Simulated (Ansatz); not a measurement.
Input for Ansatz (development build ahead of 0.2.0):

```yaml
crystal:
  periodic: [false, false, false]
  atoms:
    - { symbol: O, position_ang: [0.0, 0.0, -0.62816] }
    - { symbol: O, position_ang: [0.0, 0.0, 0.62816] }
basis:
  gaussian: { orbitals: "6-31G" }
magnetization:
  initial_magnetization: 2
hamiltonian:
  xc: hf
correlation:
  method: bccd_t
  frozen_orbitals: { O: 1 }
```

The input is written out in the form of the current development build from the run's settings. Correlation on restricted open-shell orbitals is semicanonical, with singles.

The run gave:

| Property | Result |
| --- | --- |
| Converged | yes |
| Reference energy (starting determinant) | -149.52181 hartree |
| Correlation energy | -0.26805 hartree |
| Total energy | -149.78987 hartree |
